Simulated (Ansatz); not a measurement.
Elastic constant C44 (GPa) of 20 transition metals, computed with PBE (Ansatz, a program for electronic structure, plane waves, PAW) and with PBEsol (PAW; Ansatz). The set holds measured phases with no doubt noted on the run or the magnetic state but for the caveats below. 6 more of the class have both values but aren't in it, for one of these reasons: built or high-temperature cells, doubts on the run or the magnetic state, unlike cells, values of zero, layered or molecular crystals. Solids without a value at one level (not run, failed, or a magnetic order lost), or held back for tests, aren't counted.

All rows, in order of the shift (worked out from unrounded values):

| solid | PBE | PBEsol | shift (%) |
|---|---|---|---|
| hcp Zr | 26.6 | 22.2 | -16.6 |
| hcp Ti | 44.3 | 43.0 | -2.9 |
| hcp Hf | 53.8 | 52.4 | -2.6 |
| hcp Y | 25.4 | 26.4 | +4.2 |
| hcp Re | 161 | 174 | +7.9 |
| hcp Os | 258 | 278 | +7.9 |
| hcp Sc | 29.6 | 32.2 | +8.6 |
| hcp Tc | 137 | 149 | +8.8 |
| hcp Ru | 188 | 207 | +10.6 |
| fcc Ir | 256 | 283 | +10.7 |
| double-hcp La | 14.8 | 16.5 | +11.4 |
| hcp Co | 98.3 | 111 | +13.4 |
| fcc Rh | 185 | 211 | +14.3 |
| fcc Ni | 133 | 154 | +16.0 |
| fcc Cu | 80.6 | 95.9 | +19.0 |
| fcc Pd | 60.7 | 74.3 | +22 |
| fcc Pt | 61.7 | 76.3 | +24 |
| bcc Fe | 106 | 134 | +26 |
| fcc Au | 30.3 | 39.6 | +31 |
| fcc Ag | 42.2 | 55.8 | +32 |

The shift from PBE to PBEsol has a median of +11.1 %, and eight in ten lie between -2.6 % and +27 %; PBEsol is the larger in 17 of 20. Each level is at its own cell, so the shift holds the change of volume too.

Ansatz's runs of these crystals have no spin polarisation, but for bcc Fe, hcp Co, fcc Ni.

Density-functional runs with spin start from parallel moments for bcc Fe, parallel moments for hcp Co, parallel moments for fcc Ni.

Spin–orbit coupling is left out, also for the solids with elements from indium on (fcc Pt, hcp Os, double-hcp La, fcc Ir, hcp Re, hcp Hf, fcc Au); its size isn't shown.

Each level is taken at its own relaxed cell. Ansatz's density-functional and Hartree–Fock values are scalar-relativistic unless marked +SOC, with PAW data made under PBE.
